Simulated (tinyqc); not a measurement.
UHF in the sto-6g basis, for CH2, spin multiplicity 3, step by step (part 2 of 2). Computed by tinyqc, a small Python program that keeps every step (integrals from PySCF). Command: `OMP_NUM_THREADS=1 python tinyqc.py 23972 23973 out.jsonl` (the two numbers bound the seeds that draw the settings). One thread of a shared host (Intel(R) Xeon(R) Processor @ 2.60GHz), about 0.2 s of CPU time with the checks.

Geometry (angstrom):
```
atom,x,y,z
C,0.000000,0.000000,0.000000
H,0.000000,1.082000,0.607000
H,0.000000,-1.088000,0.610000
```

## Iteration 2: diagonalisation and new density

extrapolated F(alpha) (hartree), lower triangle:
```
,1C 1s,1C 2s,1C 2px,1C 2py,1C 2pz,2H 1s,3H 1s
1C 1s,-11.170267
1C 2s,-2.873338,-1.491002
1C 2px,0.000000,0.000000,-0.336307
1C 2py,-0.000096,-0.001101,0.000000,-0.196587
1C 2pz,-0.006382,0.013751,0.000000,-0.001321,-0.230299
2H 1s,-0.548314,-0.598585,0.000000,-0.349549,-0.225922,-0.401819
3H 1s,-0.540046,-0.592733,0.000000,0.347693,-0.224907,-0.139280,-0.397336
```

extrapolated F(beta) (hartree), lower triangle:
```
,1C 1s,1C 2s,1C 2px,1C 2py,1C 2pz,2H 1s,3H 1s
1C 1s,-11.032072
1C 2s,-2.814059,-1.177496
1C 2px,0.000000,0.000000,0.360530
1C 2py,-0.000097,-0.001314,0.000000,-0.100204
1C 2pz,-0.009446,-0.163567,0.000000,-0.000911,0.292332
2H 1s,-0.532458,-0.547361,0.000000,-0.325420,-0.135294,-0.307393
3H 1s,-0.524373,-0.542331,0.000000,0.323845,-0.133965,-0.102062,-0.302704
```

X, lower triangle:
```
,1C 1s,1C 2s,1C 2px,1C 2py,1C 2pz,2H 1s,3H 1s
1C 1s,1.025185
1C 2s,-0.143256,1.193646
1C 2px,0.000000,0.000000,1.000000
1C 2py,-0.000096,0.001495,0.000000,1.132315
1C 2pz,-0.008138,0.082328,0.000000,0.000658,1.039769
2H 1s,0.021257,-0.262941,0.000000,-0.237628,-0.127356,1.171483
3H 1s,0.021141,-0.259400,0.000000,0.235188,-0.125871,-0.022559,1.168087
```

Diagonalise F' = X^T F X, C = X C', fill 5 alpha and 3 beta electrons from the bottom; D(s) = C_occ C_occ^T. Each column has its largest component positive (the first on a tie).

F' = X^T F X (alpha) (hartree), lower triangle:
```
,1,2,3,4,5,6,7
1,-10.966902
2,-1.456084,-0.762422
3,0.000000,0.000000,-0.336307
4,-0.000066,0.001055,0.000000,0.092142
5,-0.031730,0.175754,0.000000,-0.000226,-0.129496
6,-0.066584,-0.359867,0.000000,-0.384923,-0.237058,-0.034990
7,-0.064280,-0.355748,0.000000,0.382377,-0.235612,-0.036822,-0.036543
```

orbital energies (alpha) (hartree): MO1 -11.172980, MO2 -0.861365, MO3 -0.497870, MO4 -0.367075, MO5 -0.336307, MO6 0.469944, MO7 0.591135

coefficients C (alpha):
```
,MO1,MO2,MO3,MO4,MO5,MO6,MO7
1C 1s,0.995587,-0.231910,0.001119,0.088558,0.000000,-0.140220,-0.003500
1C 2s,0.018972,0.817774,-0.005840,-0.469075,0.000000,0.835947,0.023085
1C 2px,0.000000,0.000000,0.000000,0.000000,1.000000,0.000000,0.000000
1C 2py,0.000033,0.001524,0.520348,-0.001918,0.000000,-0.022189,1.059557
1C 2pz,0.001896,0.014653,0.003850,0.774880,0.000000,0.720469,0.016667
2H 1s,-0.003648,0.211633,0.460960,0.323619,0.000000,-0.754582,-0.764034
3H 1s,-0.003606,0.208555,-0.460185,0.329081,0.000000,-0.783885,0.725106
```

F' = X^T F X (beta) (hartree), lower triangle:
```
,1,2,3,4,5,6,7
1,-10.832155
2,-1.455951,-0.415257
3,0.000000,0.000000,0.360530
4,-0.000050,0.000851,0.000000,0.196437
5,-0.011261,-0.030020,0.000000,0.000172,0.361644
6,-0.059037,-0.380141,0.000000,-0.391719,-0.162671,0.045417
7,-0.056756,-0.376430,0.000000,0.389351,-0.160828,-0.021324,0.044447
```

orbital energies (beta) (hartree): MO1 -11.033998, MO2 -0.654777, MO3 -0.424766, MO4 0.252037, MO5 0.360530, MO6 0.574506, MO7 0.687531

coefficients C (beta):
```
,MO1,MO2,MO3,MO4,MO5,MO6,MO7
1C 1s,0.996332,-0.204938,0.001214,-0.144153,0.000000,-0.130466,-0.003461
1C 2s,0.016031,0.690144,-0.005344,0.711310,0.000000,0.778113,0.022649
1C 2px,0.000000,0.000000,0.000000,0.000000,1.000000,0.000000,0.000000
1C 2py,0.000032,0.002806,0.502487,-0.001373,0.000000,-0.022424,1.068137
1C 2pz,0.002360,0.119028,-0.000352,-0.659127,0.000000,0.819189,0.018275
2H 1s,-0.003549,0.297033,0.470928,-0.380787,0.000000,-0.699613,-0.755438
3H 1s,-0.003506,0.291253,-0.475087,-0.383140,0.000000,-0.728636,0.718033
```

D(alpha) after iteration 2, lower triangle:
```
,1C 1s,1C 2s,1C 2px,1C 2py,1C 2pz,2H 1s,3H 1s
1C 1s,1.052819
1C 2s,-0.212308,0.889180
1C 2px,0.000000,0.000000,1.000000
1C 2py,0.000092,-0.000892,0.000000,0.270769
1C 2pz,0.067115,-0.351480,0.000000,0.000540,0.600672
2H 1s,-0.023537,0.018505,0.000000,0.239562,0.255635,0.362015
3H 1s,-0.023328,0.018807,0.000000,-0.239770,0.256276,-0.061480,0.363572
```

D(beta) after iteration 2, lower triangle:
```
,1C 1s,1C 2s,1C 2px,1C 2py,1C 2pz,2H 1s,3H 1s
1C 1s,1.034679
1C 2s,-0.125471,0.476585
1C 2px,0.000000,0.000000,0.000000
1C 2py,0.000067,-0.000748,0.000000,0.252501
1C 2pz,-0.022043,0.082186,0.000000,0.000157,0.014173
2H 1s,-0.063837,0.202422,0.000000,0.237468,0.035181,0.310014
3H 1s,-0.063758,0.203489,0.000000,-0.237908,0.034826,-0.137208,0.310548
```

## Iteration 10 (converged): orbitals

converged F(alpha) (hartree), lower triangle:
```
,1C 1s,1C 2s,1C 2px,1C 2py,1C 2pz,2H 1s,3H 1s
1C 1s,-11.142236
1C 2s,-2.876410,-1.494254
1C 2px,0.000000,0.000000,-0.361349
1C 2py,-0.000054,-0.000916,0.000000,-0.240971
1C 2pz,-0.003538,0.037166,0.000000,-0.000904,-0.297944
2H 1s,-0.547687,-0.594203,0.000000,-0.347858,-0.210906,-0.342194
3H 1s,-0.539432,-0.588527,0.000000,0.346144,-0.209982,-0.134259,-0.336988
```

converged F(beta) (hartree), lower triangle:
```
,1C 1s,1C 2s,1C 2px,1C 2py,1C 2pz,2H 1s,3H 1s
1C 1s,-11.081460
1C 2s,-2.820632,-1.093113
1C 2px,0.000000,0.000000,0.384498
1C 2py,-0.000055,-0.001634,0.000000,-0.082265
1C 2pz,-0.005987,-0.209872,0.000000,-0.000830,0.289938
2H 1s,-0.534796,-0.547611,0.000000,-0.334904,-0.173758,-0.365004
3H 1s,-0.526698,-0.542787,0.000000,0.333408,-0.172605,-0.117081,-0.361514
```

As before.

F' = X^T F X (alpha) (hartree), lower triangle:
```
,1,2,3,4,5,6,7
1,-10.936553
2,-1.464084,-0.759035
3,0.000000,0.000000,-0.361349
4,-0.000046,0.001193,0.000000,0.039645
5,-0.031736,0.192935,0.000000,0.000165,-0.204659
6,-0.063900,-0.373055,0.000000,-0.386100,-0.225057,0.036451
7,-0.061577,-0.369080,0.000000,0.383687,-0.223618,-0.036339,0.035690
```

orbital energies (alpha) (hartree): MO1 -11.145324, MO2 -0.853413, MO3 -0.488542, MO4 -0.401565, MO5 -0.361349, MO6 0.499711, MO7 0.600672

coefficients C (alpha):
```
,MO1,MO2,MO3,MO4,MO5,MO6,MO7
1C 1s,0.995273,-0.238281,0.001200,0.063463,0.000000,-0.145255,-0.004200
1C 2s,0.020319,0.847878,-0.006443,-0.351855,0.000000,0.862917,0.027200
1C 2px,0.000000,0.000000,0.000000,0.000000,1.000000,0.000000,0.000000
1C 2py,0.000030,0.001335,0.579779,-0.004614,0.000000,-0.025457,1.028157
1C 2pz,0.001745,-0.032033,0.006441,0.827071,0.000000,0.659214,0.018596
2H 1s,-0.004004,0.188449,0.419012,0.275601,0.000000,-0.774576,-0.792549
3H 1s,-0.003959,0.185731,-0.415903,0.282508,0.000000,-0.812033,0.746413
```

F' = X^T F X (beta) (hartree), lower triangle:
```
,1,2,3,4,5,6,7
1,-10.880804
2,-1.468281,-0.309576
3,0.000000,0.000000,0.384498
4,0.000045,0.000531,0.000000,0.224806
5,-0.002565,-0.063224,0.000000,0.000247,0.369606
6,-0.060476,-0.382991,0.000000,-0.398265,-0.187599,-0.012506
7,-0.058162,-0.379289,0.000000,0.395906,-0.185876,-0.031198,-0.014698
```

orbital energies (beta) (hartree): MO1 -11.083177, MO2 -0.650846, MO3 -0.449832, MO4 0.287266, MO5 0.384498, MO6 0.581107, MO7 0.692311

coefficients C (beta):
```
,MO1,MO2,MO3,MO4,MO5,MO6,MO7
1C 1s,0.996564,-0.185254,-0.000916,-0.165557,0.000000,-0.132699,-0.003724
1C 2s,0.014961,0.593492,0.003899,0.787723,0.000000,0.784195,0.024068
1C 2px,0.000000,0.000000,0.000000,0.000000,1.000000,0.000000,0.000000
1C 2py,0.000026,0.002977,-0.467432,-0.002248,0.000000,-0.024537,1.083888
1C 2pz,0.001922,0.162783,0.000878,-0.632902,0.000000,0.832213,0.019500
2H 1s,-0.003121,0.353262,-0.493752,-0.358514,0.000000,-0.685258,-0.740575
3H 1s,-0.003085,0.347570,0.499747,-0.360443,0.000000,-0.715221,0.701288
```

D(alpha) after iteration 10, lower triangle:
```
,1C 1s,1C 2s,1C 2px,1C 2py,1C 2pz,2H 1s,3H 1s
1C 1s,1.051376
1C 2s,-0.204147,0.843153
1C 2px,0.000000,0.000000,1.000000
1C 2py,0.000115,-0.000979,0.000000,0.336166
1C 2pz,0.061865,-0.318175,0.000000,-0.000125,0.685117
2H 1s,-0.030895,0.060029,0.000000,0.241914,0.224597,0.287056
3H 1s,-0.030767,0.060674,0.000000,-0.242187,0.225019,-0.061392,0.287297
```

D(beta) after iteration 10, lower triangle:
```
,1C 1s,1C 2s,1C 2px,1C 2py,1C 2pz,2H 1s,3H 1s
1C 1s,1.027461
1C 2s,-0.095041,0.352472
1C 2px,0.000000,0.000000,0.000000
1C 2py,-0.000098,-0.000055,0.000000,0.218501
1C 2pz,-0.028242,0.096643,0.000000,0.000074,0.026503
2H 1s,-0.068101,0.207687,0.000000,0.231847,0.057065,0.368595
3H 1s,-0.067921,0.208182,0.000000,-0.232563,0.057012,-0.123958,0.370562
```

## Convergence

Stop when the energy changes by less than 1e-08 hartree and every element of the error matrix X^T (F D S - S D F) X (for each spin) is below 3e-05.

Course of the cycle:
```
iteration,E (hartree),change,largest element of the error matrix
1,-38.81050423,-,3.61e-01
2,-38.75679211,5.37e-02,5.17e-02
3,-38.77324202,-1.64e-02,2.56e-02
4,-38.77855988,-5.32e-03,9.94e-03
5,-38.78009124,-1.53e-03,4.72e-03
6,-38.78046707,-3.76e-04,1.60e-03
7,-38.78053044,-6.34e-05,1.98e-04
8,-38.78053088,-4.42e-07,9.07e-05
9,-38.78053094,-5.65e-08,3.14e-05
10,-38.78053095,-9.66e-09,1.20e-05
```

PySCF UHF in the same basis, after a stability check = -38.78053095 hartree

Converged in 10 iterations.

## Populations, bond orders and dipole

overlap S, lower triangle:
```
,1C 1s,1C 2s,1C 2px,1C 2py,1C 2pz,2H 1s,3H 1s
1C 1s,1.000000
1C 2s,0.243228,1.000000
1C 2px,0.000000,0.000000,1.000000
1C 2py,0.000000,0.000000,0.000000,1.000000
1C 2pz,0.000000,0.000000,0.000000,0.000000,1.000000
2H 1s,0.045772,0.408522,0.000000,0.359477,0.201666,1.000000
3H 1s,0.045076,0.405029,0.000000,-0.357285,0.200316,0.090995,1.000000
```

Mulliken: Z minus the diagonal of D S on the atom; Loewdin: the same with S^(1/2) D S^(1/2); Mayer order: 2 sum_s sum (D(s) S)_ij (D(s) S)_ji over the two atoms.

Charges (e):
```
atom,Mulliken,Loewdin,Mulliken spin
1C,-0.057714,-0.025920,2.195609
2H,0.029270,0.013213,-0.097060
3H,0.028444,0.012708,-0.098549
```

Mayer bond orders:
```
pair,order
2-1,0.970972
3-1,0.970729
3-2,0.018751
```

dipole moment about the origin, x y z (debye): 0.000000  0.002086  0.204840

<S^2> of the determinant (pure state: 2) = 2.022797
